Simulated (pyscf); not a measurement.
Thermochemistry of product channels of H₂N–SiH₂–F + SiH₄ on the singlet surface, in kJ/mol, from ωB97M-D3(BJ)/def2-TZVP energies (ideal gas, 1 atm, RRHO with modes under 100 cm⁻¹ raised to 100, one conformer, R ln 2 for chiral ones without a mode under 150 cm⁻¹). Single points on ωB97X-D3(BJ)/def2-SVP structures (PySCF, gas phase).

```
products                ΔE  ΔH(298 K)  ΔG(298 K)  ΔG(1200 K)
-------------------  -----  ---------  ---------  ----------
F–SiH₂–NH–SiH₃ + H₂  -28.3      -38.2      -31.5           ?
H₂N–SiH₃ + F–SiH₃    +33.9      +34.5      +29.6           ?
```

Problem. Fill in the missing entries.

Solution. 
- F–SiH₂–NH–SiH₃ + H₂, ΔG(1200 K): -22.6
- H₂N–SiH₃ + F–SiH₃, ΔG(1200 K): +15.9

These are energies of the channels, which say nothing of barriers.
